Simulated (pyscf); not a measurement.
This saddle point was located with ωB97X-D3(BJ)/def2-SVP in PySCF.

```
C
H 1 1.0954
H 1 1.0954 2 116.37
H 1 1.3737 2 101.86 3 -109.82
Cl 4 1.4631 1 174.07 2 59.92
Br 1 1.8644 2 113.72 3 135.10
```
Charge 0, spin multiplicity 2.

Surface: doublet, charge 0. Lowest wavenumbers (cm⁻¹): 1230i, 70, 291, 424, 738.

Question: Name the species on either side of this saddle.

Answer: H₃C–Br (SMILES CBr) + Cl• (SMILES [Cl]) ⇌ •H₂C–Br (SMILES [CH2]Br) + HCl (SMILES Cl), a hydrogen abstraction read from left to right: C–H broken and Cl–H formed. At CCSD(T)/def2-TZVPP + ΔMP2(QZVPP) it lies +5.8 kcal/mol from the left side and +4.1 kcal/mol from the right (each side as separated species at their lowest minima found). This is the saddle that the search found; another between the same sides may lie lower. The angle at the transferred H is 174°. The CCSD(T) − MP2 part came from Ansatz, without density fitting, on the same reference. The frozen core leaves the outer d or s,p core shells of the metals and heavy elements correlated in the MP2 and CC values, and def2-TZVPP describes them poorly, which can shift differences by a few kcal/mol. Left out: the spin-orbit lowering of Cl. Elements up to Kr have no core potential and no relativistic terms here.
